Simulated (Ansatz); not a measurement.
**BOF⁺, doublet: from triple and quadruple zeta to the limit**

```yaml
atoms:
  - { symbol: O, position_ang: [0.9829, -0.5647, 0.4798] }
  - { symbol: B, position_ang: [0.0205, -0.0123, 0.0099] }
  - { symbol: F, position_ang: [-1.0034, 0.5770, -0.4898] }
```

Connectivity, by distances: O–B–F.

Ansatz 0.2.0, UHF determinant, valence electrons correlated. Energies in eV.

```csv
set,X,functions,Hartree–Fock,MP2 correlation,CCSD(T) correlation,time
def2-TZVPP,3,93,-5407.8558,-13.3723,-14.1697,"10 s on 1 × NVIDIA H100 80GB HBM3 with 1 thread of AMD EPYC 7R13 Processor (Zen 3), on a shared host"
def2-QZVPP,4,171,-5408.1271,-14.5941,-15.3397,12 s on 1 × NVIDIA H100 80GB HBM3 with 1 thread of AMD EPYC 7R13 Processor (Zen 3) (shared host)
```

Hartree–Fock is taken to follow E(X) = E∞ + A·exp(−7.88·√X), correlation E(X) = E∞ + B·X^−2.97.

Q: Work out the CCSD(T) energy at the limit, and how far the shortcut misses it that extrapolates MP2 and adds CCSD(T) minus MP2 from the smaller set.

A: Hartree–Fock: E∞ = E4 + 0.1377·(E4 − E3) = -5408.1644. Correlation: E∞ = E4 + 0.7407·(E4 − E3) = -16.2063 for CCSD(T) and -15.4992 for MP2. The limit is -5424.3708 eV, 0.904 eV below def2-QZVPP. The shortcut gives a correlation energy of -15.4992 + (-0.7974) = -16.2965, 90 meV lower than the direct value.
